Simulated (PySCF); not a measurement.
# C3H5FO2: the cost of one run

Computed with PySCF 2.14.0, with density-fitted response routines of our own, on a single molecule in the gas phase. Atoms are numbered from 0 throughout.

## 1. The molecule as given

11 atoms, charge 0, multiplicity 1; geometry from: GFN2-xTB. The atoms were then displaced at random by about 0.01 Å, so the start is not that level's minimum.

Bonds of the start (Å): F0–C1 1.37, C1–C2 1.55, C2–O3 1.45, O3–C4 1.36, C4–O5 1.42, O5–C1 1.37, C1–H6 1.08, C2–H7 1.06, C2–H8 1.12, C4–H9 1.08, C4–H10 1.12.

## 2. Relaxing the molecule at PBE0-D3(BJ)/def2-SVP

The job: settings as JSON, then the geometry in Å.

```
{"job": {"xc": "PBE0", "basis": "def2-SVP", "d3": "d3bj", "grid": 1, "shake": 0.01, "kind": "geom"}, "charge": 0, "multiplicity": 1}
F     -0.572570     1.724100     0.779370
C     -0.517460     0.867040    -0.292450
C     -0.941950    -0.541390     0.182900
O      0.274810    -1.308860    -0.016780
C      1.295170    -0.406950    -0.071220
O      0.783230     0.748190    -0.715270
H     -1.117720     1.304270    -1.083370
H     -1.719710    -0.967050    -0.394480
H     -1.195350    -0.490170     1.272860
H      2.113890    -0.817230    -0.640560
H      1.635780    -0.137790     0.963330
```

Launch:

```
OMP_NUM_THREADS=1 python probes_run.py task.json out
```

This one command runs all jobs of the session in turn.

Q: Estimate the wall time and peak memory of this first job on 1 thread of Arm Neoverse N1, shared host.

About 75 s, with a peak of 0.46 GiB.
